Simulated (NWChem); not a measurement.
**One shape, several levels: CH2N (SMILES C=[N])**

Wanted: a comparison of 6 runs (UHF/3-21G, UHF/def2-TZVPP, UB3LYP/6-31G*, UPBE0/def2-SVP, UMP2/def2-TZVPP) of CH2N. 

The calculation is run with NWChem 7.3.0.

## Step 1: The structure to begin with

CH2N has 4 atoms, charge 0, and is taken as a doublet. As SMILES, `C=[N]`. Geometry: relaxed at PBE0-D4/def2-TZVP.

Bond lengths: C1–N2 1.237 Å, C1–H3 1.099 Å, C1–H4 1.099 Å. Angles: N2–C1–H3 121.4°, N2–C1–H4 121.4°, H3–C1–H4 117.1°.

## Step 2: Energy and gradient at UHF/3-21G (run 1)

Contents of run.py:

```python
from ase import Atoms
from ase.calculators.nwchem import NWChem

molecule = Atoms('CNHH', positions=[
    [-0.013600, -0.011010, -0.014470],
    [0.727340, 0.588370, 0.773760],
    [-0.870960, 0.487800, -0.486820],
    [0.157230, -1.065160, -0.272460],
])

calc = NWChem(
    label='ch2n',
    theory='scf',
    memory='2200 mb',
    basis='3-21G',
    basispar='spherical bse',
    scf={'nopen': '1', 'uhf': None, 'thresh': '1e-08', 'maxiter': '80'},
)
molecule.calc = calc

forces = molecule.get_forces()
print("Total energy (eV):", round(molecule.get_potential_energy(), 6))
print("forces (eV/A):")
for s, f in zip(molecule.symbols, forces):
    print(f"{s:2s} {f[0]:10.5f} {f[1]:10.5f} {f[2]:10.5f}")
```

Run with:

```sh
$ export ASE_NWCHEM_COMMAND="nwchem PREFIX.nwi > PREFIX.nwo"
$ python run.py
```

The log of the run:

```text
Total energy (eV): -2528.054147
forces (eV/A):
C    -1.69904   -1.37405   -1.80738
N     1.39143    1.12553    1.48018
H     0.46609   -0.34730    0.22867
H    -0.15843    0.59588    0.09847
```

The calculator wrote ch2n.nwi:

```
title "ch2n"

permanent_dir ch2n

scratch_dir ch2n

start ch2n

geometry units angstrom nocenter noautosym noautoz
  C  -1.3599999999999999e-02 -1.1010000000000001e-02 -1.4470000000000000e-02
  N  7.2733999999999999e-01 5.8836999999999995e-01 7.7376000000000000e-01
  H  -8.7095999999999996e-01 4.8780000000000001e-01 -4.8681999999999997e-01
  H  1.5723000000000001e-01 -1.0651600000000001e+00 -2.7245999999999998e-01
end

memory 2200 mb

basis spherical bse noprint
   * library 3-21G
end

scf
  nopen 1
  uhf
  thresh 1e-08
  maxiter 80
end

task scf gradient
```

ch2n.nwo (excerpt; [...] marks lines left out):

```text
[...]
      One electron energy =   -179.853885495982
[... 1 line left out ...]
 Nuclear repulsion energy =     27.668172225866
[... 30 lines left out ...]
          Final beta eigenvalues
[... 159 lines left out ...]
                     UHF Final Beta Molecular Orbital Analysis
[...]
  wavefunction    =   UHF
                         UHF ENERGY GRADIENTS
    atom               coordinates                        gradient
                 x          y          z           x          y          z
   1 C      -0.025700  -0.020806  -0.027344    0.033041   0.026721   0.035148
   2 N       1.374473   1.111858   1.462194   -0.027059  -0.021888  -0.028785
   3 H      -1.645876   0.921808  -0.919956   -0.009064   0.006754  -0.004447
   4 H       0.297122  -2.012861  -0.514875    0.003081  -0.011588  -0.001915
[...]
```

It took 1.4 s on 1 thread of Intel Xeon 6975P-C (Granite Rapids), shared host; peak memory 0.1 GiB.

## Step 3: Energy and gradient at UHF/def2-TZVPP (run 2)

Contents of work.nw:

```
start work
title "CH2N"
memory stack 880 mb heap 220 mb global 1100 mb
charge 0
geometry noautosym nocenter noautoz
  C    -0.013600   -0.011010   -0.014470
  N     0.727340    0.588370    0.773760
  H    -0.870960    0.487800   -0.486820
  H     0.157230   -1.065160   -0.272460
end
basis spherical bse
  C library def2-TZVPP
  N library def2-TZVPP
  H library def2-TZVPP
end
scf
  doublet
  uhf
  thresh 1e-08
  maxiter 80
  noprint "final vectors analysis"
end
task scf gradient
```

Run with:

```sh
$ nwchem work.nw > work.out
```

The log of the run:

```text
[...]
  functions       =    90
[...]
  wavefunction    = UHF
[...]
         Total SCF energy =    -93.469432285079
      One electron energy =   -180.667266040353
      Two electron energy =     59.529661529408
 Nuclear repulsion energy =     27.668172225866
                       Sz =      0.5000
                 Sz(Sz+1) =      0.7500
                      S^2 =      0.9302
[...]
                         UHF ENERGY GRADIENTS
    atom               coordinates                        gradient
                 x          y          z           x          y          z
   1 C      -0.025700  -0.020806  -0.027344    0.015709   0.012701   0.016709
   2 N       1.374473   1.111858   1.462194   -0.007742  -0.006261  -0.008235
   3 H      -1.645876   0.921808  -0.919956   -0.008418   0.003477  -0.005162
   4 H       0.297122  -2.012861  -0.514875    0.000450  -0.009916  -0.003312
[...]
```

Run time: 22 s. Hardware: 1 thread of Intel Xeon 6975P-C (Granite Rapids), shared host; peak memory 0.11 GiB.

Runs 3 to 5 aren't shown in full; the table further down has their settings and results.

## Step 4: Energy and forces at UMP2/def2-TZVPP (run 6)

Contents of run.nw:

```
start run
title "CH2N mp2"
memory total 2200 mb

geometry noautosym nocenter noautoz
  C       -0.013600      -0.011010      -0.014470
  N        0.727340       0.588370       0.773760
  H       -0.870960       0.487800      -0.486820
  H        0.157230      -1.065160      -0.272460
end

basis spherical bse
  C library def2-TZVPP
  N library def2-TZVPP
  H library def2-TZVPP
end

scf
  doublet
  uhf
  thresh 1e-08
  maxiter 80
end

mp2
  freeze core 2
  tight
end

task mp2 gradient
```

Run with:

```sh
$ nwchem run.nw > run.out
```

The log of the run:

```text
[...]
  functions       =    90
[...]
  wavefunction    = UHF
[...]
         Total SCF energy =    -93.469432285079
      One electron energy =   -180.667266040353
      Two electron energy =     59.529661529408
 Nuclear repulsion energy =     27.668172225866
                       Sz =      0.5000
                 Sz(Sz+1) =      0.7500
                      S^2 =      0.9302
[...]
          Total MP2 energy           -93.777755730988
[...]
                         mp2 ENERGY GRADIENTS
    atom               coordinates                        gradient
                 x          y          z           x          y          z
   1 C      -0.025700  -0.020806  -0.027344   -0.023893  -0.019335  -0.025421
   2 N       1.374473   1.111858   1.462194    0.028697   0.023216   0.030529
   3 H      -1.645876   0.921808  -0.919956   -0.004347   0.000996  -0.002960
   4 H       0.297122  -2.012861  -0.514875   -0.000457  -0.004877  -0.002148
[...]
```

Run time: 38 s. Hardware: 1 thread of Intel Xeon 6975P-C (Granite Rapids), shared host; peak memory 0.22 GiB.

## Step 5: All runs side by side

```tsv
run	level	Cartesian functions	iteration cap	energy (Eh)	dipole moment (D)	⟨S²⟩	largest force (eV/Å)	wall time
1	UHF/3-21G	no	80	-92.904277	2.40	0.977	2.836	1.4 s
2	UHF/def2-TZVPP	no	80	-93.469432	2.46	0.930	1.348	22 s
3	UB3LYP/6-31G* (Cartesian functions)	yes	100	-93.982231	–	0.760	0.906	8.4 s
4	UB3LYP/6-31G* (spherical functions)	no	100	-93.979500	2.34	0.760	0.920	7.8 s
5	UPBE0/def2-SVP	no	100	-93.794849	2.36	0.763	0.510	9.3 s
6	UMP2/def2-TZVPP	no	80	-93.777756	2.73	0.930	2.463	38 s
```

## Step 6: Outcome

| quantity | value |
| --- | --- |
| run 6: total energy | -93.77776 Eh |
| run 6: dipole moment (of the density that the program reports) | 2.73 D |
| run 6: HOMO energy (Hartree–Fock orbitals) (highest over α and β) | -12.30 eV |
| run 6: LUMO energy (Hartree–Fock orbitals) (lowest over α and β) | 3.08 eV |
| run 6: correlation energy (2 core orbitals frozen) | -308.3 mEh |
| run 6: ⟨S²⟩ of the reference determinant | 0.930 |
| run 6: largest force on an atom | 2.463 eV/Å |

In words: Over runs 1, 2, 4, 5, 6 the dipole moment (its size) runs from 2.34 D (UB3LYP/6-31G*) to 2.73 D (UMP2/def2-TZVPP). The two ends differ in method and basis. Totals of different functionals can't be ranked against each other. Spin contamination of the reference: run 1 ⟨S²⟩ = 0.98, run 2 ⟨S²⟩ = 0.93, run 6 ⟨S²⟩ = 0.93. All runs together took 88 s, the longest 38 s.
